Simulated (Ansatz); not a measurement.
Results of r²SCAN in Ansatz (PAW) for fcc Sr.

Settings: plane-wave cutoff 500 eV, 20×20×20 k mesh, Fermi–Dirac smearing 0.1 eV, scalar-relativistic PAW data made under PBE.

Computed at the level's own relaxed cell.

Q: Estimate the equilibrium volume per atom and lattice parameter a that the calculation returns.

A: 
equilibrium volume per atom: 56.87 Å³/atom
lattice parameter a: 6.104 Å

Measured, for comparison: equilibrium volume per atom 55.22 Å³/atom, lattice constant a 6.045 Å (low-temperature or extrapolated to 0 K; zero-point anharmonic expansion removed; as tabulated in Csonka et al. (2009), arXiv:0903.4037). Computed (rounded) less measured: equilibrium volume per atom +3.0 %, lattice constant a +1.0 %.

Static lattice: no zero-point or thermal effects.

Cost on a shared machine: very roughly 100 core-seconds.

Ansatz is a program for electronic structure.
